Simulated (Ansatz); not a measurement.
**Na (model structure, started from the beta-Sn type, I4₁/amd, No. 141, 2 atoms in the cell)**

These are r²SCAN in Ansatz (plane waves, PAW) values and carry that method's errors.

Run with plane-wave cutoff 500 eV, 22×22×22 k mesh, Fermi–Dirac smearing 0.1 eV, scalar-relativistic PAW data made under PBE.

Cell (relaxed at this level):

```
Na
1.0
   -3.29708     3.29708     1.78857
    3.29708    -3.29708     1.78857
    3.29708     3.29708    -1.78857
Na
2
Direct
  0.75000   0.25000   0.50000
  0.00000   0.00000   0.00000
```

```yaml
band_gap: none
```

Note: the relaxation could raise the start's symmetry but not lower it, so the cell can be a saddle point.

Static lattice: no zero-point or thermal effects.

The result took very roughly 7 core-minutes.

A model structure was made by putting elements into a prototype or built by hand; it is no filed structure, need not be a known phase, and can be a saddle point held by its symmetry.

Ansatz is a program for electronic structure.
